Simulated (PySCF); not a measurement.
# Silicon: a sound run and one with changed settings

Sound run: Si [Ne] 3s2 3p2, Si⁺ [Ne] 3s2 3p1. Calculation: PySCF 2.14, in x2c-SVPall (4s3p1d, 18 functions); the spin-free X2C one-electron Hamiltonian (Gaussian nucleus). In the sound run the correlated levels freeze [Ne]. The sound run starts from symmetry-adapted Hartree-Fock orbitals and uses a fine grid where one is needed.

Changed run: the non-relativistic Hamiltonian (point nucleus). This setting is unsound on purpose.

```
species   method  sound run (hartree)  changed run (hartree)  converged
     Si      UHF           -289.34811             -288.69168        yes
     Si    M06-L           -289.85666             -289.20055        yes
     Si   M06-2X           -289.86170             -289.20552        yes
     Si      MP2           -289.39163             -288.73517        yes
     Si  CCSD(T)           -289.41052             -288.75409        yes
    Si⁺      UHF           -289.06759             -288.41087        yes
    Si⁺    M06-L           -289.55883             -288.90232        yes
    Si⁺   M06-2X           -289.56887             -288.91231        yes
    Si⁺      MP2           -289.10280             -288.44607        yes
    Si⁺  CCSD(T)           -289.12116             -288.46450        yes
```

Ionisation energy of Si:

```tsv
method	sound run (eV)	changed run (eV)
UHF	7.633	7.641
M06-L	8.104	8.115
M06-2X	7.968	7.979
MP2	7.859	7.867
SCS-MP2	7.792	7.799
CCSD	7.865	7.872
CCSD(T)	7.874	7.880
```

Most of the change in total energy is the relativistic energy itself. On top of that the contraction fixes the core shape for the Hamiltonian it was made with, so the changed run is not a good calculation with the other Hamiltonian either.

For comparison, NIST gives 8.152 eV between the lowest levels.
